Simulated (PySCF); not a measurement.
Two structures of BH$_{5}$SO, closed shell, reached by relaxing down either side of one saddle point (PBE0-D4/def2-TZVP). Energies are electronic, without zero-point energy. Program: PySCF 2.14 with density fitting (its default auxiliary sets; JK sets also for MP2 and CCSD(T)). Basis: def2-TZVPP and def2-QZVPP. Cores are frozen in the correlated methods. Extrapolation: Hartree–Fock as exp(−7.88 √X), correlation as X^−2.97. First:

B1  (-0.367, -0.313, -0.958)
O2  (0.300, 0.717, -1.532)
H3  (0.266, -1.306, -0.738)
H4  (-1.554, -0.260, -0.785)
H5  (1.372, 0.353, 1.572)
S6  (0.097, 0.347, 1.992)
H7  (-0.263, 1.473, -1.713)
H8  (0.115, -0.977, 2.209)
(Å)

Second:

B1  (-0.551, -0.296, -0.244)
O2  (0.805, 0.659, -0.685)
H3  (-0.373, -1.317, -0.840)
H4  (-1.480, 0.393, -0.574)
H5  (1.110, 0.956, 0.190)
S6  (-0.418, -0.383, 1.618)
H7  (0.515, 1.436, -1.178)
H8  (0.403, -1.442, 1.714)
(Å)

Question: Which bonds change from the first to the second?

Answer: BH₃O ([BH2][OH]) + H₂S → BH₃S ([BH2][SH]) + H₂O (still joined by a long B–O bond); bonds formed: B1–S6, O2–H5; bonds broken: H5–S6; bonds weakened to dative contacts: B1–O2.

Question: Give the saddle point's structure and its height above each. (To be estimated.)

Answer: The calculation gives: 94.0 kJ/mol above the first and 69.9 kJ/mol above the second (CCSD(T) at an estimated basis limit (MP2 extrapolated from triple and quadruple zeta, plus CCSD(T) − MP2 in triple zeta)).
B1  (-0.518, -0.233, -0.437)
O2  (0.732, 0.565, -0.788)
H3  (-0.465, -1.377, -0.784)
H4  (-1.540, 0.375, -0.607)
H5  (0.758, 0.586, 0.559)
S6  (-0.147, -0.135, 1.579)
H7  (0.507, 1.415, -1.180)
H8  (0.674, -1.196, 1.658)
(Å)

T1 diagnostic: at most 0.013.

Labels in which every atom is bracketed show which atoms are joined, not bond orders.

For scale, one of the runs: CCSD(T)/def2-TZVPP, 174 basis functions, launched by `OMP_NUM_THREADS=4 python run.py`. Hardware: 4 CPU threads of an Arm Neoverse V1, shared host. Wall time 2.9 min; peak host memory 1.5 GiB.
